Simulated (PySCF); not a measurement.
FH, SMILES F. Coordinates come from a B3LYP-D3(BJ)/def2-TZVPD optimisation.

TDA-PBE0/def2-TZVPD (PySCF) puts the lowest singlet excitations at 10.07, 10.07, 13.05, 13.05, 13.09, 13.18 eV and the lowest triplet (TDA) at 9.53 eV.

Problem. What are the lowest singlet roots from EOM-CCSD/aug-cc-pVDZ in PySCF 2.14.0? (An estimate is asked for; the answer gives what the named calculation found.)

Solution. 10.22, 10.22, 14.00, 14.00, 14.38, 15.00 eV; triplets 9.81, 9.81, 13.26 eV. S1 differs by 0.15 eV (second minus first; roots are paired by order, and the bases may differ).
